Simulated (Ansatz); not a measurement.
Born–Oppenheimer molecular dynamics of H4OSi (6 atoms, charge 0, multiplicity 1). It starts at the highest image of a converged band. Of that band: Beside the main top the profile has a ripple of under 15 meV (maxima at images 1, 4), which may be a very shallow well or noise. Neighbouring images differ by up to 2.0 eV, so the band resolves the path poorly. A vibrational analysis at the climbing image gives one clearly imaginary mode, 1464i cm⁻¹: a first-order saddle point.

Level of theory: RKS PBE0/cc-pVDZ in Ansatz.

* ensemble: NVE (velocity Verlet)
* time step: 0.5 fs
* steps asked: 200
* starting velocities drawn for: 100 K
* seed: 3890

First frame:

```xyz
6
Properties=species:S:1:pos:R:3
Si 0.163 0.040 -0.337
O 0.682 0.204 1.527
H 0.585 -0.661 1.958
H 1.513 0.005 0.535
H -0.712 1.250 -0.540
H -0.809 -1.119 -0.325
```

Q: How far do the bonds stretch over the last three quarters of this one trajectory? (Pairs bonded in most of those frames.)

A: 
| bond | mean (Å) | spread (Å) | shortest | longest |
| --- | --- | --- | --- | --- |
| Si1–O2 | 1.738 | 0.097 | 1.58 | 1.87 |
| Si1–H4 | 1.587 | 0.177 | 1.30 | 1.93 |
| Si1–H5 | 1.541 | 0.056 | 1.43 | 1.64 |
| Si1–H6 | 1.542 | 0.062 | 1.42 | 1.66 |
| O2–H3 | 0.973 | 0.007 | 0.96 | 0.99 |

Pairs bonded in part of these frames only: Si1–H4 83 %.

Mean temperature of the second half: 3175 K. The conserved energy stayed within 1.2 meV per atom of its start (net change -0.027 meV per atom), so the integration is sound. The kinetic energy rose, since the run started high on the potential surface and went downhill. A run of 0.1 ps of so small a system gives no equilibrium averages. The orbitals stay closed-shell, which can raise the energy where a bond breaks towards radicals; this wasn't checked here.

Run time: 77 s on 1 thread of AMD EPYC 9R45 96-Core Processor (Zen 5), with other jobs on the host, peak memory 0.11 GiB.
